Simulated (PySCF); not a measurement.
# What builds the first ionisation energy along the second row

Calculated with PySCF 2.14 from differences of total energies of unrestricted determinants, without spin-orbit coupling. Each column adds one step, in eV (sums use unrounded values): valence MP2, valence CCSD, valence triples, then the next inner shell at CCSD(T) (Be 1s, B 1s, C 1s, N 1s, O 1s, F 1s, Ne 1s). References (NIST) marked * lie between the lowest fine-structure levels; the others compare directly ((s) semi-empirical, (t) theoretical).

```csv
element,UHF,+ MP2,+ CCSD,+ (T),+ inner shell,sum,reference
"Be [He] 2s2 → [He] 2s1 (x2c-QZVPPall with one added diffuse shell each of s, p type, spin-free X2C)",8.044,0.775,0.472,0.000,0.005,9.297,9.323
"B [He] 2s2 2p1 → [He] 2s2 (x2c-QZVPPall with one added diffuse shell each of s, p, d, f type, spin-free X2C)",8.040,0.249,-0.097,0.040,0.027,8.258,8.297
"C [He] 2s2 2p2 → [He] 2s2 2p1 (x2c-QZVPPall with one added diffuse shell each of s, p, d, f type, spin-free X2C)",10.797,0.481,-0.105,0.030,0.024,11.227,11.262
"N [He] 2s2 2p3 → [He] 2s2 2p2 (x2c-QZVPPall with one added diffuse shell each of s, p, d, f type, spin-free X2C)",13.888,0.720,-0.146,0.028,0.022,14.512,14.545
"O [He] 2s2 2p4 → [He] 2s2 2p3 (x2c-QZVPPall with one added diffuse shell each of s, p, d, f type, spin-free X2C)",12.015,1.392,0.031,0.051,0.013,13.502,13.608
"F [He] 2s2 2p5 → [He] 2s2 2p4 (x2c-QZVPPall with one added diffuse shell each of s, p, d, f type, spin-free X2C)",15.638,1.721,-0.110,0.063,0.013,17.324,17.427
"Ne [Ne] → [He] 2s2 2p5 (x2c-QZVPPall with one added diffuse shell each of s, p, d, f type, spin-free X2C)",19.639,2.048,-0.274,0.071,0.011,21.495,21.597
```

What remains against the references is mostly basis incompleteness.

These are valence bases, so the inner-shell step is incomplete.
